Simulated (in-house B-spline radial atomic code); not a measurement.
**RPA and G0W0 on LC-wPBE: Xe**

Configuration [Kr] 4d10 5s2 5p6, mean-field start LC-wPBE. Computed with an all-electron radial atomic-structure program (B-spline basis): all electrons, scalar-relativistic (spin-free one-electron X2C), finite nucleus, each spin shell either full or empty, empty states to l = 9 with an (l + 1/2)⁻⁴ tail; G0W0 by contour deformation at full frequency.

Spin-orbit coupling, left out, splits p levels strongly here.

Command:
```bash
python run_gw.py task.json out
```
Settings (radii: box in bohr, nucleus in fm):
```
Z                        54
electrons                54
configuration            [Kr] 4d10 5s2 5p6
hamiltonian              x2c
method                   lc_wpbe
lmax                     9
rms_radius               4.7859
spin_polarised           False
box_radius               40
intervals                72
```

Cost of the run: 7.7 s on 1 thread of Arm Neoverse N1, on a shared host.

Energies (hartree):

```tsv
term	value
mean-field total	-7446.09551
Hartree-Fock functional on these orbitals	-7443.54161
direct second order	-4.6529
second-order exchange	1.2657
SOSEX correction	1.1864
```

(1) What is the RPA correlation energy, and what remains with SOSEX?

Quasi-particle levels (eV):

```csv
level,occupied,mean field,Σx - vxc,Σc,QP weight,G0W0
5p,yes,-12.264,0.08,?,?,?
```

G0W0 = mean field + (Σx - vxc) + Σc, with Σc (partial-wave tail included) taken at the quasi-particle energy. Only the outer levels were computed. Levels of low weight are left out.

(2) Where does G0W0 put 5p?

## Answers

(1) RPA gives -4.1102 hartree (-2.07 eV per electron); RPA + SOSEX gives -2.9238, and the second-order doubles -3.3872 hartree (no singles). SOSEX takes back 29 % of the RPA value.

(2) At -12.834 eV, with Σc = -0.65 eV and a quasi-particle weight of 0.937. The tabulated removal energy is 12.130 eV (NIST, measured); the calculation leaves out spin-orbit coupling, Breit and QED terms, and what these don't explain is the method's own error.
